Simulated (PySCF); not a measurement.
A structure optimised at PBE0-D3(BJ)/def2-TZVP, used in a PySCF frequency run:

```xyz
3

O      0.0000     1.0634     0.2113
O      0.0000     0.0000    -0.4227
O      0.0000    -1.0634     0.2113
```

Task: Write its SMILES, formula and point group.

Result: O=[O+][O-], O₃, C2v

Task: What are its rotational constants (standard atomic weights)?

Result: 117.88, 13.967, 12.487 GHz
